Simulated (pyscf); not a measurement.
## Four-centre exchange: HO–Al(F)–F + hydrogen fluoride (HF) -> HO–Al(F)–F + hydrogen fluoride (HF)

Gas phase, singlet surface, charge 0. Bonds broken: Al2–F6, F3–H7. Bonds formed: Al2–F3, F6–H7. Structures and frequencies: ωB97X-D3(BJ)/def2-SVP in PySCF. Correlated levels are frozen-core, on RHF or UHF. ΔMP2 is the change of the MP2 total energy from the triple- to the quadruple-zeta basis.

Transition state (Å):

```xyz
7

O     -0.1054    -0.3417     1.3002
Al    -0.9688     0.0258    -0.0961
F     -0.4908    -1.0224    -1.5214
F     -2.5860     0.3909    -0.1442
H     -0.4157    -0.3855     2.2046
F     -0.0238     1.0805    -1.2591
H     -0.0468     0.0295    -1.7718
```

One imaginary mode, 514i cm⁻¹; descent along it reached the two sides named, in the forms told below.

```csv
bond,change,reactant side (Å),saddle,product side
Al2–F6,breaks,1.708,1.832,1.996
F3–H7,breaks,0.963,1.169,1.703
Al2–F3,forms,1.995,1.833,1.708
F6–H7,forms,1.698,1.170,0.962
```

Electronic energies relative to the separated reactants (kcal/mol):

```csv
level,barrier,reaction energy,reverse barrier
ωB97X-D3(BJ)/def2-TZVP,-11.4,0.0,-11.4
PBE/def2-TZVP,-13.1,0.0,-13.1
r²SCAN/def2-TZVP,-14.5,0.0,-14.5
B3LYP-D3(BJ)/def2-TZVP,-11.0,0.0,-11.0
PBE0-D3(BJ)/def2-TZVP,-12.4,0.0,-12.4
M06-2X/def2-TZVP,-13.3,0.0,-13.3
ωB97M-D3(BJ)/def2-TZVP,-11.0,0.0,-11.0
HF/def2-TZVP,-0.7,0.0,-0.7
MP2/def2-QZVPP,-9.7,0.0,-9.7
CCSD/def2-TZVPP,-8.2,0.0,-8.2
CCSD(T)/def2-TZVPP,-9.8,0.0,-9.8
CCSD(T)/def2-TZVPP + ΔMP2(QZVPP),-9.5,0.0,-9.5
```

With CCSD(T)/def2-TZVPP + ΔMP2(QZVPP) energies and thermal terms (ideal gas, 1 atm, RRHO with modes under 100 cm⁻¹ raised to 100, one conformer, R ln 2 for chiral ones without a mode under 150 cm⁻¹), in kcal/mol:

```tsv
T (K)	ΔH‡	ΔG‡	ΔH	ΔG
298	-10.5	-0.2	0.0	0.0
600	-10.9	10.5	0.0	0.0
900	-10.7	21.2	0.0	0.0
1200	-10.3	31.7	0.0	0.0
```

On the reactant side the descent ends in an adduct with a Al–F contact, 15.5 kcal/mol under the separated species and 4.1 kcal/mol under the saddle at ωB97X-D3(BJ)/def2-TZVP. On the product side the descent ends in an adduct with a Al–F contact, 15.5 kcal/mol under the separated species and 4.1 kcal/mol under the saddle at ωB97X-D3(BJ)/def2-TZVP. At ωB97X-D3(BJ)/def2-TZVP, PBE, r²SCAN, B3LYP-D3(BJ), PBE0-D3(BJ), M06-2X, ωB97M-D3(BJ)/def2-TZVP, HF, MP2, CCSD, CCSD(T), CCSD(T) the saddle lies under the separated reactants, which points to a path from their complex (located at ωB97X-D3(BJ) alone). At ωB97X-D3(BJ)/def2-TZVP, PBE, r²SCAN, B3LYP-D3(BJ), PBE0-D3(BJ), M06-2X, ωB97M-D3(BJ)/def2-TZVP, HF, MP2, CCSD, CCSD(T), CCSD(T) the saddle lies under the separated products, which points to a path from their complex (located at ωB97X-D3(BJ) alone). What is counted as formed (Al–F) is already present as a longer contact in the reactant adduct; forming that adduct is a step of its own. What is counted as broken (Al–F) persists as a longer contact in the product adduct; parting that adduct is a step of its own. One saddle was located; it need not be the lowest between these sides. The CCSD(T) − MP2 part came from Ansatz, without density fitting, on the same reference.
